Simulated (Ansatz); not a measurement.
**Ca2Si (Pnma, No. 62; cell taken from a computed entry)**

Level of theory: r²SCAN in Ansatz (PAW).

Run with plane-wave cutoff 560 eV, 6×8×4 k mesh (along the axes of the cell as run), Fermi–Dirac smearing 0.01 eV, scalar-relativistic PAW data made under PBE.

Cell (relaxed with PBEsol):

```cif
data_Ca8Si4
_chemical_formula_sum 'Ca8 Si4'
_space_group_name_H-M_alt 'P 1'
_space_group_IT_number 1
_cell_length_a 7.46202
_cell_length_b 4.78321
_cell_length_c 8.93943
_cell_angle_alpha 90.000
_cell_angle_beta 90.000
_cell_angle_gamma 90.000
loop_
_space_group_symop_operation_xyz
  'x, y, z'
loop_
_atom_site_label
_atom_site_type_symbol
_atom_site_fract_x
_atom_site_fract_y
_atom_site_fract_z
_atom_site_occupancy
Ca1 Ca 0.34295 0.75000 0.07446 1
Ca2 Ca 0.65705 0.25000 0.92554 1
Ca3 Ca 0.15705 0.25000 0.57446 1
Ca4 Ca 0.84295 0.75000 0.42554 1
Ca5 Ca 0.01950 0.25000 0.18087 1
Ca6 Ca 0.98050 0.75000 0.81913 1
Ca7 Ca 0.48050 0.75000 0.68087 1
Ca8 Ca 0.51950 0.25000 0.31913 1
Si1 Si 0.75182 0.25000 0.60460 1
Si2 Si 0.24818 0.75000 0.39540 1
Si3 Si 0.74818 0.75000 0.10460 1
Si4 Si 0.25182 0.25000 0.89540 1
```

For Ca2Si (Pnma, No. 62; cell taken from a computed entry), the band gap is 0.43 eV (direct).

Note: cell and atoms aren't relaxed at this level (pressure 1.4 GPa); this cell isn't known to be the ambient phase, and symmetry holds it in the calculation.

Cost on a shared machine: roughly 6 core-minutes.

Ansatz is a first-principles code.
